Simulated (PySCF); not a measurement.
Homolysis of single bonds, series HO-X. Isolated molecules, 0 K electronic values unless said otherwise. One relaxed conformer stands for each flexible species; it need not be the lowest. Strings in code marks are SMILES.

These are B3LYP-D3(BJ)/def2-TZVP run with PySCF values and carry that method's errors. All candidates: neutral, multiplicity 2. B3LYP has the VWN-RPA correlation part, as in Gaussian. 

```
Quantity                         Result
-----------------------------  --------
highest occupied spin orbital  -7.50 eV
dipole moment                    2.07 D
```

Identify which member has these values.
A. `C[O]`
B. `[CH3]`
C. `[C]#N`
D. `[CH]=O`

A, `C[O]`. The others give `[CH3]`: -6.45 eV, 0.00 D; `[CH]=O`: -6.17 eV, 1.62 D; `[C]#N`: -10.57 eV, 1.37 D
